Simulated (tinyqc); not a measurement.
G0W0 on RHF in the sto-6g basis, for H2O, spin multiplicity 1, step by step. One step of it, computed by the program tinyqc.

Problem. Screening: direct RPA. With D = e_a - e_i and K = (ia|jb): diagonalise D^(1/2) (D + 4K) D^(1/2) = Z w^2 Z^T; X + Y = D^(1/2) Z w^(-1/2), each column of Z with its largest component positive (the first on a tie); E_c = (sum w - tr (D + 2K)) / 2.

orbital energies (hartree): MO1 -20.512585, MO2 -1.206664, MO3 -0.557672, MO4 -0.420918, MO5 -0.386053, MO6 0.444558, MO7 0.594676

Two-electron integrals over orbitals (pq|rs), unique and non-zero (hartree):
```
(11|11) 4.763329    (21|11) -0.440142   (21|21) 0.065555    (22|11) 1.035912
(22|21) -0.016535   (22|22) 0.725372    (31|31) 0.010512    (32|31) 0.016386
(32|32) 0.130484    (33|11) 0.755584    (33|21) -0.004321   (33|22) 0.611710
(33|33) 0.590661    (41|11) 0.162675    (41|21) -0.022548   (41|22) 0.012066
(41|33) 0.004893    (41|41) 0.025573    (42|11) -0.146457   (42|21) 0.008235
(42|22) -0.024980   (42|33) 0.003644    (42|41) 0.019491    (42|42) 0.131061
(43|31) -0.002175   (43|32) 0.029035    (43|43) 0.054216    (44|11) 0.954529
(44|21) -0.011231   (44|22) 0.670352    (44|33) 0.566724    (44|41) -0.009533
(44|42) -0.097172   (44|44) 0.718180    (51|51) 0.026659    (52|51) 0.033194
(52|52) 0.151280    (53|53) 0.026059    (54|51) -0.011322   (54|52) -0.041875
(54|54) 0.048108    (55|11) 1.117098    (55|21) -0.011602   (55|22) 0.757135
(55|33) 0.598560    (55|41) 0.004013    (55|42) -0.076780   (55|44) 0.699824
(55|55) 0.880663    (61|11) 0.212533    (61|21) -0.033428   (61|22) 0.003574
(61|33) -0.000290   (61|41) -0.002045   (61|42) -0.020461   (61|44) 0.015282
(61|55) 0.005221    (61|61) 0.027365    (62|11) -0.277413   (62|21) 0.007213
(62|22) -0.131750   (62|33) -0.062940   (62|41) -0.018382   (62|42) -0.032343
(62|44) -0.070359   (62|55) -0.143446   (62|61) 0.008229    (62|62) 0.093871
(63|31) -0.002284   (63|32) 0.042821    (63|43) 0.039741    (63|63) 0.081398
(64|11) -0.258996   (64|21) 0.002705    (64|22) -0.125753   (64|33) -0.045809
(64|41) -0.002114   (64|42) 0.039258    (64|44) -0.130619   (64|55) -0.144525
(64|61) -0.000334   (64|62) 0.063258    (64|64) 0.091244    (65|51) -0.013510
(65|52) -0.052584   (65|54) -0.005304   (65|65) 0.033964    (66|11) 0.766591
(66|21) -0.007452   (66|22) 0.584177    (66|33) 0.544196    (66|41) 0.017833
(66|42) 0.050285    (66|44) 0.537916    (66|55) 0.568529    (66|61) -0.007892
(66|62) -0.087171   (66|64) -0.049069   (66|66) 0.573498    (71|31) 0.014777
(71|32) 0.021916    (71|43) -0.003165   (71|63) -0.002857   (71|71) 0.020800
(72|31) 0.014829    (72|32) 0.056094    (72|43) -0.027617   (72|63) -0.028936
(72|71) 0.019954    (72|72) 0.069105    (73|11) 0.373311    (73|21) -0.006687
(73|22) 0.168784    (73|33) 0.089020    (73|41) -0.000320   (73|42) -0.072481
(73|44) 0.150092    (73|55) 0.203863    (73|61) 0.005220    (73|62) -0.070512
(73|64) -0.096434   (73|66) 0.042173    (73|73) 0.157273    (74|31) -0.007802
(74|32) -0.069705   (74|43) -0.011515   (74|63) -0.055761   (74|71) -0.010854
(74|72) -0.017769   (74|74) 0.067887    (75|53) 0.024002    (75|75) 0.025633
(76|31) -0.007954   (76|32) -0.089255   (76|43) -0.062312   (76|63) -0.073395
(76|71) -0.010768   (76|72) 0.001281    (76|74) 0.059710    (76|76) 0.117608
(77|11) 0.851725    (77|21) -0.008883   (77|22) 0.612609    (77|33) 0.582199
(77|41) 0.003291    (77|42) -0.021053   (77|44) 0.585177    (77|55) 0.614314
(77|61) 0.003980    (77|62) -0.063479   (77|64) -0.051965   (77|66) 0.546923
(77|73) 0.102092    (77|77) 0.600905
```

Give: D^(1/2) (D + 4K) D^(1/2); excitation energies w; X + Y; RPA correlation energy.

Solution.

D^(1/2) (D + 4K) D^(1/2) (hartree^2), lower triangle:
```
          1>6       1>7      2>6      2>7      3>6      3>7     4>6     4>7
1>6  441.4958
1>7    0.0000  447.2726
2>6    0.1936    0.0000   3.3465
2>7    0.0000    0.4922   0.0000   3.7428
3>6    0.0000   -0.0526   0.0000  -0.1555   1.3308
3>7    0.1026    0.0000  -0.3891   0.0000   0.0000   2.0528
4>6   -0.0057    0.0000   0.3025   0.0000   0.0000  -0.3852  1.0649
4>7    0.0000   -0.2010   0.0000  -0.0961  -0.2250   0.0000  0.0000  1.3072
5>6    0.0000    0.0000   0.0000   0.0000   0.0000   0.0000  0.0000  0.0000
5>7    0.0000    0.0000   0.0000   0.0000   0.0000   0.0000  0.0000  0.0000

        5>6     5>7
5>6  0.8028
5>7  0.0000  1.0624
```

excitation energies w (hartree): 0.8960  0.9598  1.0307  1.0401  1.2423  1.4226  1.8760  1.9378  21.0118  21.1488

X + Y:
```
          1        2       3       4        5        6        7        8
1>6  0.0000  -0.0001  0.0000  0.0000   0.0000  -0.0014  -0.0012   0.0000
1>7  0.0000   0.0000  0.0000  0.0015  -0.0010   0.0000   0.0000  -0.0037
2>6  0.0000  -0.0926  0.0000  0.0000   0.0000   0.3523   0.8841   0.0000
2>7  0.0000   0.0000  0.0000  0.0873   0.0248   0.0000   0.0000   0.9618
3>6  0.0000   0.0000  0.0000  0.6789   0.6464   0.0000   0.0000  -0.0438
3>7  0.0000   0.3283  0.0000  0.0000   0.0000   0.8173  -0.2293   0.0000
4>6  0.0000   0.9035  0.0000  0.0000   0.0000  -0.2041   0.1101   0.0000
4>7  0.0000   0.0000  0.0000  0.7107  -0.6275   0.0000   0.0000  -0.0242
5>6  0.9628   0.0000  0.0000  0.0000   0.0000   0.0000   0.0000   0.0000
5>7  0.0000   0.0000  0.9754  0.0000   0.0000   0.0000   0.0000   0.0000

          9       10
1>6  0.9987   0.0000
1>7  0.0000   0.9990
2>6  0.0001   0.0000
2>7  0.0000   0.0003
3>6  0.0000   0.0000
3>7  0.0001   0.0000
4>6  0.0000   0.0000
4>7  0.0000  -0.0001
5>6  0.0000   0.0000
5>7  0.0000   0.0000
```

RPA correlation energy = -0.067589 hartree
